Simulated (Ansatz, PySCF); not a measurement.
Species: CN, charge 0, multiplicity 2. SMILES: N#[C]
Geometry from a B3LYP-D3(BJ)/def2-TZVP (Ansatz, an electronic-structure program) optimisation:
```
C
N 1 1.1622
```
Charge 0, spin multiplicity 2.

Wanted: atomisation energy, in kcal/mol. Conventions: UHF or UKS for open shells; LANL2DZ all-electron up to Ne; atomisation electronic, to ground-state atoms; no spin-orbit coupling; six Cartesian d functions in 6-31G* and its kin unless marked 5d; 6-311+G** with 5d; non-relativistic. Ab initio and DFT rows: single points at B3LYP-D3(BJ) geometries (Ansatz). A UHF reference is markedly spin-contaminated in at least one set, which strains HF and MP2.

```
level              program  atomisation energy (kcal/mol)
-----------------  -------  -----------------------------
HF/STO-3G           Ansatz                           64.1
HF/LANL2DZ          Ansatz                           54.9
PBE/STO-3G          Ansatz                          189.6
BLYP/6-31G*         Ansatz                          188.2
BP86/def2-SVP        PySCF                          196.5
M06-2X/6-311+G**     PySCF                          173.5
M06-2X/def2-TZVPD    PySCF                          176.9
```

No value to compare with is used here. The 6 habitual levels span 54.9 (HF/LANL2DZ) to 196.5 kcal/mol (BP86/def2-SVP); M06-2X/def2-TZVPD gives 176.9.

The levels are drawn from those run, B3LYP/6-31G* more often than the rest, none by its result; runs whose electronic state is in doubt are left out.
